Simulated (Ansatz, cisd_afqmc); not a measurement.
Barrier from H2 (molecular hydrogen, SMILES [H][H]) + O (triplet) to the saddle point below; all geometries are those of the HTBH38 set.
```
O
H 1 1.1893
H 2 0.9116 1 180.00
```
Charge 0, spin multiplicity 3.

Wanted: barrier height (electronic, no zero-point energy), in kcal/mol. Radicals and triplets start from unrestricted determinants; spin-orbit coupling is neglected. Correlated methods leave the cores frozen. Rows without X2C or -DK are non-relativistic. The Monte Carlo rows (phaseless AFQMC, CISD trial, step 0.005/hartree) carry one-sigma bars that omit the constraint's bias. Outlying blocks are dropped, and bars are widened where a walk drifts. Over all cases where full CI ran beside it in this data, AFQMC minus full CI had a median of +0.1 mEh and passed +0.4 mEh in a tenth of the cases. CBS(X,Y): correlation extrapolated as X^-3, Hartree-Fock from the larger set. A bracket is a step between two methods taken in the basis named. Functionals run without relativity, which enters their misses. Double hybrids freeze cores in their MP2 part. 'core' is core correlation in cc-pwCVTZ, 'X2C' scalar relativity in cc-pVTZ-DK, both at CCSD(T). Where a partner has so few electrons that a lower coupled-cluster level is exact, that level stands in. The UHF reference of H2O (saddle point or complex, triplet) is spin-contaminated (<S^2> up to 0.06 over the pure value in the sets run).

| level | program | barrier height (kcal/mol) | difference against the last row |
|---|---|---|---|
| r2SCAN/def2-TZVPD | Ansatz | 2.5 | -10.1 |
| B2PLYP/def2-TZVPD | Ansatz | 10.3 | -2.3 |
| B2GP-PLYP/def2-TZVPD | Ansatz | 12.3 | -0.3 |
| CCSD/aug-cc-pVDZ | Ansatz | 15.6 | 3.0 |
| AFQMC/CISD/aug-cc-pVDZ | cisd_afqmc | 14.2 ± 0.1 | 1.6 |
| AFQMC/CISD/aug-cc-pVTZ | cisd_afqmc | 13.6 ± 0.1 | 1.0 |
| CCSD(T)/CBS(aug-cc-pVTZ,aug-cc-pVQZ) + [AFQMC/CISD - CCSD(T)]/aug-cc-pVTZ + core + X2C | Ansatz + cisd_afqmc | 12.7 ± 0.1 | 0.1 |
| CCSD(T)/CBS(aug-cc-pVTZ,aug-cc-pVQZ) + [CCSDT(Q) - CCSD(T)]/aug-cc-pVTZ + [CCSDTQ - CCSDT(Q)]/aug-cc-pVDZ + core + X2C | Ansatz | 12.6 | 0.0 |

Ansatz is an electronic-structure program.
